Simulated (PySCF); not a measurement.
Structure problem from calculated spectra and properties.

Elements present: H, P and Si. Monoisotopic mass: 64.9971 u (electron mass counted); charge +1.

- Triplet: lowest triplet excitation (Tamm–Dancoff): 7.76 eV [TDA CAM-B3LYP/def2-SVPD]
- Polarisability: 47.7 au [CAM-B3LYP/def2-SVPD]
- 1H NMR: chemical shifts (computed TMS as zero) by class: 5.14 (3 H), 4.68 (3 H) ppm [GIAO PBE0/pcSseg-1]
- Rotational structure: rotational constants A, B, C: 47.158, 4.896, 4.896 GHz [GFN2-xTB]
- UV, strongest line: among the 8 lowest singlet transitions: S5 at 9.17 eV (135 nm, f = 0.246) [TDDFT CAM-B3LYP/def2-SVPD]
- UV, first state: lowest singlet excitation: 8.44 eV (147 nm, f = 0.005 summed over 2 states within 0.01 eV) [TDDFT CAM-B3LYP/def2-SVPD]
- NMR, other nuclei: isotropic shieldings of nuclei other than C and H, by class: 419 (1 Si), 511 (1 P) ppm [GIAO PBE0/pcSseg-1]
- XPS: Si2p3/2 113.2, P2p3/2 144.0, Si1s 1852.9, P1s 2157.5 eV [ΔSCF SCAN, pcX-2 on the ionised atom, pcseg-1 elsewhere, spin-free X2C, 2p3/2 from a spin–orbit splitting computed afterwards within the 2p shell]

Gas-phase values; electronic properties from PySCF, density fitting. Levels stand in brackets. Isolated species at its GFN2-xTB geometry, gas phase. Each NMR value is the plain mean over a class of atoms that symmetry, rotation or inversion makes alike.

Problem. Which formula fits the mass and the elements?

Solution. H6PSi (calculated 64.9971). No other formula that holds each of these elements comes within 0.0003 u with a fitting electron parity and a possible valence count.

Problem. Propose a structure and show how it fits.

Solution. Hydrogen classes from least to most shielded: 3 H on an SiH3 silicon (5.14 ppm), 3 H on a phosphorus bonded to Si and 3 H (4.68 ppm). The other shieldings belong to: 419 ppm, SiH3 silicon; 511 ppm, phosphorus bonded to Si and 3 H. The core levels belong to: Si2p3/2 113.2 eV, SiH3 silicon; P2p3/2 144.0 eV, phosphorus bonded to Si and 3 H; Si1s 1852.9 eV, SiH3 silicon; P1s 2157.5 eV, phosphorus bonded to Si and 3 H. The optimised geometry has point group C3v and is a prolate symmetric top. Structure: `[SiH3][PH3+]`.
